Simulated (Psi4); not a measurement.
# BSiH2Cl (SMILES B[Si]Cl) at 3 levels

Wanted: a comparison of 3 runs (UB3LYP/6-31G*, UMP2/pcseg-2, USOS-MP2/cc-pVDZ) of BSiH2Cl. 

The calculation is run with Psi4 1.11.

2 further runs of the same task are left out: 1 that didn't finish, 1 set aside as unsound or not needed.

## 1. The molecule

BSiH2Cl has 5 atoms, charge 0, and is taken as a triplet. SMILES: `B[Si]Cl`. The coordinates come from a GFN2-xTB relaxation.

Bond lengths: B1–Si2 1.886 Å, Si2–Cl3 2.073 Å, B1–H4 1.174 Å, B1–H5 1.171 Å. Angles: B1–Si2–Cl3 123.8°, Si2–B1–H4 119.9°, Si2–B1–H5 120.3°, H4–B1–H5 119.8°.

## 2. Energy and forces at UB3LYP/6-31G(d) (Cartesian functions) (run 1)

The input, bclh2si.inp:

```
memory 1600 MB

molecule molecule1 {
  0 3
  B     -0.674100     0.367960    -0.302510
  Si     0.334580    -1.081930     0.357550
  Cl     2.311390    -0.930270     0.961480
  H     -0.184480     1.431210    -0.387430
  H     -1.787390     0.213030    -0.629090
  symmetry c1
}

set globals {
  reference uks
  puream false
  e_convergence 1e-09
  d_convergence 1e-08
  scf_type pk
  dft_radial_points 99
  dft_spherical_points 590
  maxiter 200
}

e, wfn = gradient("b3lyp/6-31G*", return_wfn=True)
oeprop(wfn, "WIBERG_LOWDIN_INDICES", "MULLIKEN_CHARGES", "LOWDIN_CHARGES", title="B3LYP")
```

Started as:

```
psi4 bclh2si.inp bclh2si.out -n 1
```

bclh2si.out:

```text
[...]
  Running in c1 symmetry.
[...]
  Nuclear repulsion =  108.028327319706790
[...]
  Multiplicity = 3
[...]
  Nalpha       = 20
  Nbeta        = 18
[...]
    Number of basis functions: 57
[...]
   @UKS iter   1:  -775.55628220799758   -2.88561e-01   7.08106e-03 ADIIS/DIIS
[...]
   @UKS iter  13:  -775.68743721071689   -9.09495e-13   4.56377e-09 DIIS
[...]
   @S^2 Observed:                2.002476338E+00
[...]
  @UKS Final Energy:  -775.68743721071689
   => Energetics <=
    Nuclear Repulsion Energy =            108.0283273197067899
    One-Electron Energy =               -1285.2097716465250414
    Two-Electron Energy =                 444.9747965354342227
    DFT Exchange-Correlation Energy =     -43.4807894193328721
    Empirical Dispersion Energy =           0.0000000000000000
    VV10 Nonlocal Energy =                  0.0000000000000000
    Total Energy =                       -775.6874372107168938
[...]
  -Total Gradient:
     Atom            X                  Y                   Z
    ------   -----------------  -----------------  -----------------
       1        0.005906905631    -0.013771197311     0.005090688747
       2       -0.005327066784     0.019398145152    -0.006163252681
       3       -0.003609202871    -0.002015409535    -0.000722428186
       4       -0.007001009624    -0.008827321984    -0.000243084275
       5        0.010027277197     0.005216969942     0.002036783106
[...]
```

Wall time 18 s (1 thread of Intel Xeon Platinum 8375C at 2.90GHz (Ice Lake), shared host); peak memory 0.6 GiB.

## 3. A single-point energy at UMP2/pcseg-2 (run 2)

The input, calc.py:

```python
import psi4

psi4.set_memory(1600000000)
psi4.set_num_threads(1)
psi4.set_output_file('psi4.out', False)

mol = psi4.geometry("""
0 3
B
Si 1 1.885549
Cl 2 2.072561 1 123.77798
H 1 1.173644 2 119.91921 3 -0.09564
H 1 1.170501 4 119.76956 2 -179.96515
symmetry c1
no_reorient
no_com
""")

options = {'basis': 'pcseg-2', 'reference': 'uhf', 'puream': True, 'e_convergence': 1e-09, 'd_convergence': 1e-08, 'scf_type': 'pk', 'num_frozen_docc': 11, 'mp2_type': 'conv', 'maxiter': 200}
psi4.set_options(options)

result = psi4.energy('mp2', molecule=mol)
print(f'total energy {result:.8f} hartree = {result * 27.211386:.5f} eV')
```

Started as:

```
python calc.py
```

psi4.out:

```text
[...]
  Running in c1 symmetry.
[...]
  Nuclear repulsion =  108.028335849815790
[...]
  Multiplicity = 3
[...]
  Nalpha       = 20
  Nbeta        = 18
[...]
    Number of basis functions: 126
[...]
   @UHF iter   1:  -774.18333255483117   -6.80505e-01   2.34867e-03 ADIIS/DIIS
[...]
   @UHF iter  15:  -774.26713289788847   -2.22826e-11   8.02463e-09 DIIS
[...]
   @S^2 Observed:                2.008053645E+00
[...]
  @UHF Final Energy:  -774.26713289788847
   => Energetics <=
    Nuclear Repulsion Energy =            108.0283358498157895
    One-Electron Energy =               -1285.4794768115425541
    Two-Electron Energy =                 403.1840080638382346
    Total Energy =                       -774.2671328978883594
  UHF NO Occupations:
  HONO-2 :   18  A 1.9974571
  HONO-1 :   19  A 1.0000000
[...]
 Multipole Moments:
 ------------------------------------------------------------------------------------
     Multipole            Electronic (a.u.)      Nuclear  (a.u.)        Total (a.u.)
 ------------------------------------------------------------------------------------
 L = 1.  Multiply by 2.5417464519 to convert [e a0] to [Debye]
 Dipole X            :          0.0008606           -0.0005686            0.0002920
 Dipole Y            :         -1.1005625            1.5926320            0.4920695
 Dipole Z            :          3.7583148           -3.8998617           -0.1415469
 Magnitude           :                                                    0.5120234
[...]
	SCS-MP2 Total Energy (a.u.)        :  -774.61880078548973
	SOS-MP2 Total Energy (a.u.)        :  -774.59188752689613
	SCSN-MP2 Total Energy (a.u.)       :  -774.40923490326247
[...]
	SOS-PI-MP2 Total Energy (a.u.)     :  -774.64601329839752
[...]
	MP2 Total Energy (a.u.)            :  -774.61850153117553
[...]
```

The script printed:

```text
total energy -774.61850153 hartree = -21078.44305 eV
```

It took 17 s on 1 thread of Intel Xeon Platinum 8375C at 2.90GHz (Ice Lake), shared host; peak memory 0.98 GiB.

## 4. A single-point energy at USOS-MP2/cc-pVDZ (fitted SCF) (run 3)

The input, bclh2si.dat:

```
memory 1600 mb

molecule {
  0 3
  B     -0.674100     0.367960    -0.302510
  Si     0.334580    -1.081930     0.357550
  Cl     2.311390    -0.930270     0.961480
  H     -0.184480     1.431210    -0.387430
  H     -1.787390     0.213030    -0.629090
}

set {
  reference uhf
  mp2_type  conv
}

energy('sos-mp2/cc-pVDZ')
print_variables()
```

Started as:

```
psi4 -i bclh2si.dat -o bclh2si.out -n 1
```

bclh2si.out:

```text
[...]
  Running in c1 symmetry.
[...]
  Nuclear repulsion =  108.028327319706790
[...]
  Multiplicity = 3
[...]
  Nalpha       = 20
  Nbeta        = 18
[...]
    Number of basis functions: 60
[...]
   @UHF iter   1:  -774.18234360151519   -6.54761e-01   3.78734e-03 ADIIS/DIIS
[...]
   @UHF iter  15:  -774.24633462627685   -4.54747e-12   8.60533e-09 DIIS
[...]
   @S^2 Observed:                2.007434559E+00
[...]
  @UHF Final Energy:  -774.24633462627685
   => Energetics <=
    Nuclear Repulsion Energy =            108.0283273197067899
    One-Electron Energy =               -1285.0383215375190957
    Two-Electron Energy =                 402.7636595915354860
    Total Energy =                       -774.2463346262768482
  UHF NO Occupations:
  HONO-2 :   18  A 1.9976227
  HONO-1 :   19  A 1.0000000
[...]
 Multipole Moments:
 ------------------------------------------------------------------------------------
     Multipole            Electronic (a.u.)      Nuclear  (a.u.)        Total (a.u.)
 ------------------------------------------------------------------------------------
 L = 1.  Multiply by 2.5417464519 to convert [e a0] to [Debye]
 Dipole X            :          2.8999961           -3.3437392           -0.4437431
 Dipole Y            :         -2.2314467            2.0393104           -0.1921363
 Dipole Z            :          1.4523513           -1.5511353           -0.0987840
 Magnitude           :                                                    0.4935409
[...]
	SCS-MP2 Total Energy (a.u.)        :  -774.53546632751568
	SOS-MP2 Total Energy (a.u.)        :  -774.53329167938409
	SCSN-MP2 Total Energy (a.u.)       :  -774.37436547921197
[...]
	SOS-PI-MP2 Total Energy (a.u.)     :  -774.55536529885387
[...]
	MP2 Total Energy (a.u.)            :  -774.53981562377874
[...]
```

Wall time 9.3 s (1 thread of Intel Xeon Platinum 8375C at 2.90GHz (Ice Lake), shared host); peak memory 0.32 GiB.

## 5. Overview of the runs

```tsv
run	level	task	Cartesian functions	energy (Eh)	HOMO energy (eV)	LUMO energy (eV)	⟨S²⟩	wall time
1	UB3LYP/6-31G* (Cartesian functions)	gradient	yes	-775.687437	-6.22	-3.69	2.002	18 s
2	UMP2/pcseg-2	energy	no	-774.618502	-8.75	0.22	2.008	17 s
3	USOS-MP2/cc-pVDZ (fitted SCF)	energy	no	-774.533292	-8.72	0.44	2.007	9.3 s
```

## 6. Results

| quantity | value |
| --- | --- |
| run 3: total energy | -774.53329 Eh |
| run 3: HOMO energy (Hartree–Fock orbitals) (highest over α and β) | -8.72 eV |
| run 3: LUMO energy (Hartree–Fock orbitals) (lowest over α and β) | 0.44 eV |
| run 3: correlation energy | -287.0 mEh |
| run 3: ⟨S²⟩ of the reference determinant | 2.007 |

All runs together took 44 s, the longest 18 s.
